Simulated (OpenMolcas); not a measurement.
## Li2 (lithium dimer): the energy, rung by rung

Li2: 2 atoms, total charge 0, spin state singlet. As SMILES, `[Li][Li]`. The bond length is the measured one.

```xyz
2

Li    0.0000    0.0000    0.0000
Li    0.0000    0.0000    2.6729
```

Each level gives the energy change with the Li1–Li2 bond stretched from 2.673 to 6.682 Å (eV). The values are calculated.

```
                    level           kind     program  value (eV)  CPU time (all runs)
    HF/3-21G (restricted)   Hartree–Fock  OpenMolcas        1.75                3.1 s
    HF/6-31G (restricted)   Hartree–Fock  OpenMolcas        1.84                  3 s
 SVWN5/3-21G (restricted)            LDA  OpenMolcas        1.31                4.6 s
 SVWN5/6-31G (restricted)            LDA  OpenMolcas        1.30                4.9 s
   PBE/3-21G (restricted)            GGA  OpenMolcas        1.29                5.2 s
   PBE/6-31G (restricted)            GGA  OpenMolcas        1.28                5.3 s
r2SCAN/3-21G (restricted)       meta-GGA  OpenMolcas        1.35                5.8 s
r2SCAN/6-31G (restricted)       meta-GGA  OpenMolcas        1.34                6.1 s
 B3LYP/3-21G (restricted)  global hybrid  OpenMolcas        1.40                5.1 s
 B3LYP/6-31G (restricted)  global hybrid  OpenMolcas        1.39                5.1 s
```

The first shape isn't each level's own minimum. The values span 1.28 to 1.84 eV. All rows use very small basis sets, so even the best lies far from the true value. Times are those of the runs behind each value, whatever else they computed, on shared processors of several kinds: orders of magnitude only.
